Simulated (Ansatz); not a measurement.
Ideal-gas functions of C3H4N2 (`C=NC1C=N1`) at 298.15 K and 1 bar, from an Ansatz frequency run at PBE0-D4/def2-TZVP.

Molar mass 68.08 g/mol, point group C1 (symmetry number 1), electronic degeneracy 1, moments of inertia 34.849, 111.659, 124.064 u Å². Harmonic wavenumbers (cm⁻¹, unscaled): 138, 291, 400, 603, 739, 780, 824, 993, 1039, 1060, 1075, 1222, 1292, 1370, 1485, 1745, 1763, 3050, 3169, 3174, 3214.

Use S(trans) = R[1.5 ln M + 2.5 ln T − 1.1517]; rotational temperatures θ = 24.2544 K / I; S(rot) = R[ln(√π/σ · √(T³/θAθBθC)) + 1.5]; for each mode x = 1.438777 ν̃/T, S = R[x/(eˣ − 1) − ln(1 − e⁻ˣ)] and H = RT x/(eˣ − 1); 1 cm⁻¹ = 0.0119627 kJ/mol; R = 8.31446 J/(mol·K).

Question: By hand: the entropy, in J/(mol·K).

Answer: Translation 161.5. Rotation: θ = 0.696, 0.2172, 0.1955 K, giving 102.9. Vibration, mode by mode: 11.85, 6.14, 4.03, 1.86, 1.10, 0.94, 0.79, 0.40, 0.33, 0.31, 0.29, 0.16, 0.12, 0.09, 0.05, 0.02, 0.02, 0.00, 0.00, 0.00, 0.00, in all 28.5. Electronic 0.0. Sum 292.9 J/(mol·K).

Question: By hand: H − E and G − E in kJ/mol, counted from the electronic energy.

Answer: Zero-point energy ½ × 29426 × 0.0119627 = 176.0; thermal vibration 5.2; translation, rotation and pV give 4 RT = 9.9. H − E = 191.1 kJ/mol, and G − E = 191.1 − 298.15 × 292.9/1000 = 103.8 kJ/mol.

Vibration gives 10 % of the entropy, 11.8 J/(mol·K) of it from the mode under 150 cm⁻¹: soft modes count most, and the harmonic formula is weakest for them. The sum counts one conformer and one mirror image; others add a mixing term.
